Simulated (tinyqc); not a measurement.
Worked calculation (part 2 of 2): UHF in the sto-3g basis, for LiH, spin multiplicity 1. Computed by tinyqc, a small Python program that keeps every step (integrals from PySCF). Command: `OMP_NUM_THREADS=1 python tinyqc.py 22474 22475 out.jsonl` (the two numbers bound the seeds that draw the settings). One thread of a shared host (Intel(R) Xeon(R) Processor @ 2.60GHz), about 0.1 s of CPU time with the checks.

Geometry (angstrom):
```
atom         x         y         z
Li    0.000000  0.000000  0.000000
H     0.000000  0.000000  1.484000
```

## Iteration 3: diagonalisation and new density

F(alpha) (hartree), lower triangle:
```
            1Li 1s     1Li 2s   1Li 2px   1Li 2py    1Li 2pz      2H 1s
1Li 1s   -2.351055
1Li 2s   -0.637988  -0.248949
1Li 2px   0.000000   0.000000  0.158643
1Li 2py   0.000000   0.000000  0.000000  0.158643
1Li 2pz   0.011794  -0.111766  0.000000  0.000000   0.011682
2H 1s    -0.229899  -0.290302  0.000000  0.000000  -0.217941  -0.140493
```

F(beta) (hartree), lower triangle:
```
            1Li 1s     1Li 2s   1Li 2px   1Li 2py    1Li 2pz      2H 1s
1Li 1s   -2.341663
1Li 2s   -0.645389  -0.187973
1Li 2px   0.000000   0.000000  0.170903
1Li 2py   0.000000   0.000000  0.000000  0.170903
1Li 2pz   0.011877  -0.099933  0.000000  0.000000  -0.052705
2H 1s    -0.236048  -0.258556  0.000000  0.000000  -0.275743  -0.202535
```

X, lower triangle:
```
            1Li 1s     1Li 2s   1Li 2px   1Li 2py    1Li 2pz     2H 1s
1Li 1s    1.022965
1Li 2s   -0.126071   1.128662
1Li 2px   0.000000   0.000000  1.000000
1Li 2py   0.000000   0.000000  0.000000  1.000000
1Li 2pz  -0.001105   0.132469  0.000000  0.000000   1.165733
2H 1s    -0.002464  -0.311805  0.000000  0.000000  -0.390809  1.271076
```

Diagonalise F' = X^T F X, C = X C', fill 2 alpha and 2 beta electrons from the bottom; D(s) = C_occ C_occ^T. Each column has its largest component positive (the first on a tie).

F' = X^T F X (alpha) (hartree), lower triangle:
```
           1          2         3         4          5         6
1  -2.298761
2  -0.341972  -0.015949
3   0.000000   0.000000  0.158643
4   0.000000   0.000000  0.000000  0.158643
5   0.028861   0.026971  0.000000  0.000000   0.184121
6  -0.062915  -0.298140  0.000000  0.000000  -0.319256  0.170458
```

orbital energies (alpha) (hartree): MO1 -2.353504, MO2 -0.279635, MO3 0.081142, MO4 0.158643, MO5 0.158643, MO6 0.591866

coefficients C (alpha):
```
               MO1        MO2        MO3       MO4        MO5        MO6
1Li 1s    0.991507  -0.189912  -0.194503  0.000000   0.000000   0.073315
1Li 2s    0.030717   0.511592   0.768698  0.000000   0.000000  -0.742277
1Li 2px   0.000000   0.000000   0.000000  0.490538   0.871420   0.000000
1Li 2py   0.000000   0.000000   0.000000  0.871420  -0.490538   0.000000
1Li 2pz  -0.006290   0.325018  -0.636462  0.000000   0.000000  -1.009184
2H 1s     0.006389   0.511048  -0.168477  0.000000   0.000000   1.255388
```

F' = X^T F X (beta) (hartree), lower triangle:
```
           1          2         3         4          5         6
1  -2.286001
2  -0.357645   0.042304
3   0.000000   0.000000  0.170903
4   0.000000   0.000000  0.000000  0.170903
5   0.029363   0.042867  0.000000  0.000000   0.141250
6  -0.070496  -0.264815  0.000000  0.000000  -0.351796  0.101490
```

orbital energies (beta) (hartree): MO1 -2.344771, MO2 -0.300063, MO3 0.075466, MO4 0.170903, MO5 0.170903, MO6 0.568410

coefficients C (beta):
```
               MO1        MO2        MO3       MO4        MO5        MO6
1Li 1s    0.990526  -0.145003  -0.231851  0.000000   0.000000   0.080227
1Li 2s    0.033393   0.309321   0.852899  0.000000   0.000000  -0.761781
1Li 2px   0.000000   0.000000   0.000000  0.974524  -0.224283   0.000000
1Li 2py   0.000000   0.000000   0.000000  0.224283   0.974524   0.000000
1Li 2pz  -0.007401   0.407141  -0.562088  0.000000   0.000000  -1.023451
2H 1s     0.008773   0.587236  -0.050463  0.000000   0.000000   1.232122
```

D(alpha) after iteration 3, lower triangle:
```
            1Li 1s    1Li 2s   1Li 2px   1Li 2py   1Li 2pz     2H 1s
1Li 1s    1.019153
1Li 2s   -0.066702  0.262670
1Li 2px   0.000000  0.000000  0.000000
1Li 2py   0.000000  0.000000  0.000000  0.000000
1Li 2pz  -0.067961  0.166083  0.000000  0.000000  0.105676
2H 1s    -0.090720  0.261644  0.000000  0.000000  0.166060  0.261211
```

D(beta) after iteration 3, lower triangle:
```
            1Li 1s    1Li 2s   1Li 2px   1Li 2py   1Li 2pz     2H 1s
1Li 1s    1.002168
1Li 2s   -0.011775  0.096794
1Li 2px   0.000000  0.000000  0.000000
1Li 2py   0.000000  0.000000  0.000000  0.000000
1Li 2pz  -0.066368  0.125690  0.000000  0.000000  0.165819
2H 1s    -0.076461  0.181937  0.000000  0.000000  0.239023  0.344924
```

Within a degenerate level the vectors are fixed only up to a rotation; this is one choice.

## Iteration 40 (converged): orbitals

converged F(alpha) (hartree), lower triangle:
```
            1Li 1s     1Li 2s   1Li 2px   1Li 2py    1Li 2pz      2H 1s
1Li 1s   -2.343893
1Li 2s   -0.640009  -0.232067
1Li 2px   0.000000   0.000000  0.163692
1Li 2py   0.000000   0.000000  0.000000  0.163692
1Li 2pz   0.013325  -0.113346  0.000000  0.000000  -0.012088
2H 1s    -0.231439  -0.287539  0.000000  0.000000  -0.242158  -0.173857
```

converged F(beta) (hartree), lower triangle:
```
            1Li 1s     1Li 2s   1Li 2px   1Li 2py    1Li 2pz      2H 1s
1Li 1s   -2.343892
1Li 2s   -0.640010  -0.232058
1Li 2px   0.000000   0.000000  0.163694
1Li 2py   0.000000   0.000000  0.000000  0.163694
1Li 2pz   0.013325  -0.113345  0.000000  0.000000  -0.012094
2H 1s    -0.231440  -0.287539  0.000000  0.000000  -0.242171  -0.173885
```

As before.

F' = X^T F X (alpha) (hartree), lower triangle:
```
           1          2         3         4          5         6
1  -2.290471
2  -0.346859   0.001995
3   0.000000   0.000000  0.163692
4   0.000000   0.000000  0.000000  0.163692
5   0.031163   0.028111  0.000000  0.000000   0.168308
6  -0.064654  -0.291413  0.000000  0.000000  -0.330679  0.136059
```

orbital energies (alpha) (hartree): MO1 -2.346615, MO2 -0.294830, MO3 0.079093, MO4 0.163692, MO5 0.163692, MO6 0.578243

coefficients C (alpha):
```
               MO1        MO2        MO3       MO4        MO5        MO6
1Li 1s    0.991081  -0.175870  -0.208413  0.000000   0.000000   0.075835
1Li 2s    0.031843   0.444547   0.801837  0.000000   0.000000  -0.750309
1Li 2px   0.000000   0.000000   0.000000  0.505689   0.862716   0.000000
1Li 2py   0.000000   0.000000   0.000000  0.862716  -0.505689   0.000000
1Li 2pz  -0.007357   0.350100  -0.612784  0.000000   0.000000  -1.015423
2H 1s     0.007521   0.543367  -0.132925  0.000000   0.000000   1.246042
```

F' = X^T F X (beta) (hartree), lower triangle:
```
           1          2         3         4          5         6
1  -2.290470
2  -0.346862   0.002007
3   0.000000   0.000000  0.163694
4   0.000000   0.000000  0.000000  0.163694
5   0.031163   0.028116  0.000000  0.000000   0.168307
6  -0.064654  -0.291410  0.000000  0.000000  -0.330684  0.136026
```

orbital energies (beta) (hartree): MO1 -2.346614, MO2 -0.294841, MO3 0.079093, MO4 0.163694, MO5 0.163694, MO6 0.578232

coefficients C (beta):
```
               MO1        MO2        MO3       MO4        MO5        MO6
1Li 1s    0.991081  -0.175862  -0.208419  0.000000   0.000000   0.075838
1Li 2s    0.031844   0.444504   0.801854  0.000000   0.000000  -0.750316
1Li 2px   0.000000   0.000000   0.000000  0.872654  -0.488339   0.000000
1Li 2py   0.000000   0.000000   0.000000  0.488339   0.872654   0.000000
1Li 2pz  -0.007357   0.350097  -0.612769  0.000000   0.000000  -1.015434
2H 1s     0.007521   0.543399  -0.132913  0.000000   0.000000   1.246029
```

D(alpha) after iteration 40, lower triangle:
```
            1Li 1s    1Li 2s   1Li 2px   1Li 2py   1Li 2pz     2H 1s
1Li 1s    1.013173
1Li 2s   -0.046623  0.198636
1Li 2px   0.000000  0.000000  0.000000
1Li 2py   0.000000  0.000000  0.000000  0.000000
1Li 2pz  -0.068863  0.155402  0.000000  0.000000  0.122624
2H 1s    -0.088108  0.241792  0.000000  0.000000  0.190178  0.295304
```

D(beta) after iteration 40, lower triangle:
```
            1Li 1s    1Li 2s   1Li 2px   1Li 2py   1Li 2pz     2H 1s
1Li 1s    1.013170
1Li 2s   -0.046612  0.198598
1Li 2px   0.000000  0.000000  0.000000
1Li 2py   0.000000  0.000000  0.000000  0.000000
1Li 2pz  -0.068860  0.155385  0.000000  0.000000  0.122622
2H 1s    -0.088109  0.241783  0.000000  0.000000  0.190187  0.295340
```

Within a degenerate level the vectors are fixed only up to a rotation; this is one choice.

## Convergence

Stop when the energy changes by less than 1e-10 hartree and every element of the error matrix X^T (F D S - S D F) X (for each spin) is below 3e-06.

Course of the cycle:
```
iteration  E (hartree)     change  largest element of the error matrix
1          -7.66819020          -                             1.18e-01
2          -7.82561281  -1.57e-01                             5.54e-02
3          -7.85362288  -2.80e-02                             2.47e-02
4          -7.86009965  -6.48e-03                             1.37e-02
5          -7.86198582  -1.89e-03                             7.79e-03
6          -7.86262385  -6.38e-04                             5.40e-03
7          -7.86288883  -2.65e-04                             4.03e-03
8          -7.86302277  -1.34e-04                             3.12e-03
9          -7.86309974  -7.70e-05                             2.46e-03
10         -7.86314689  -4.71e-05                             1.95e-03
11         -7.86317657  -2.97e-05                             1.56e-03
12         -7.86319547  -1.89e-05                             1.25e-03
13         -7.86320754  -1.21e-05                             1.00e-03
14         -7.86321527  -7.73e-06                             8.04e-04
...                ...        ...                                  ...
27         -7.86322900  -2.36e-08                             4.45e-05
28         -7.86322902  -1.51e-08                             3.56e-05
29         -7.86322902  -9.70e-09                             2.85e-05
30         -7.86322903  -6.21e-09                             2.28e-05
31         -7.86322904  -3.98e-09                             1.82e-05
32         -7.86322904  -2.55e-09                             1.46e-05
33         -7.86322904  -1.63e-09                             1.17e-05
34         -7.86322904  -1.05e-09                             9.35e-06
35         -7.86322904  -6.70e-10                             7.48e-06
36         -7.86322904  -4.29e-10                             5.99e-06
37         -7.86322904  -2.75e-10                             4.79e-06
38         -7.86322904  -1.76e-10                             3.84e-06
39         -7.86322904  -1.13e-10                             3.07e-06
40         -7.86322904  -7.23e-11                             2.46e-06
```

PySCF UHF in the same basis, after a stability check = -7.86322904 hartree

Converged in 40 iterations.

## Populations, bond orders and dipole

overlap S, lower triangle:
```
           1Li 1s    1Li 2s   1Li 2px   1Li 2py   1Li 2pz     2H 1s
1Li 1s   1.000000
1Li 2s   0.241137  1.000000
1Li 2px  0.000000  0.000000  1.000000
1Li 2py  0.000000  0.000000  0.000000  1.000000
1Li 2pz  0.000000  0.000000  0.000000  0.000000  1.000000
2H 1s    0.085094  0.424256  0.000000  0.000000  0.532607  1.000000
```

Mulliken: Z minus the diagonal of D S on the atom; Loewdin: the same with S^(1/2) D S^(1/2); Mayer order: 2 sum_s sum (D(s) S)_ij (D(s) S)_ji over the two atoms.

Charges (e):
```
atom   Mulliken    Loewdin  Mulliken spin
1Li   -0.016607  -0.012904       0.000037
2H     0.016607   0.012904      -0.000037
```

Mayer bond orders:
```
pair     order
2-1   0.999724
```

dipole moment about the origin, x y z (debye): 0.000000  0.000000  -4.834183

<S^2> of the determinant (pure state: 0) = 1.52e-09
